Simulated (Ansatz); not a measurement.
System: C₃H₇O, charge 0, multiplicity 2. It need not be the lowest isomer of its formula. SMILES: C[C](C)O
Coordinates optimised at B3LYP-D3(BJ)/def2-TZVP (Ansatz, a quantum-chemistry and plane-wave program):
```xyz
11

O      0.0206     1.3795    -0.0110
C     -0.0113     0.0189     0.2243
H      0.9198     1.7043     0.1107
C     -1.3468    -0.5681    -0.0515
C      1.2399    -0.7403    -0.0497
H     -1.5580    -0.6164    -1.1324
H      1.4614    -0.7956    -1.1292
H     -2.1355     0.0331     0.4041
H      2.1067    -0.2784     0.4343
H     -1.4108    -1.5833     0.3416
H      1.1619    -1.7630     0.3204
```
Charge 0, spin multiplicity 2.

Parts of the frozen-core correlation energy in STO-3G (Ansatz, hartree). Frozen orbitals: 4; correlated occupied orbitals by spin: 13 and 12; virtual: 10 and 11. Open shells are spin-unrestricted. No spin-orbit coupling. No relativistic terms.

```tsv
term	value
reference (HF)	-190.08802
MP2 opposite-spin	-0.15430
MP2 same-spin	-0.02052
CCSD correlation	-0.23457
(T)	-0.00222
T1 diagnostic	0.013
largest doubles amplitude	0.038
<S^2> of the reference	0.760
```
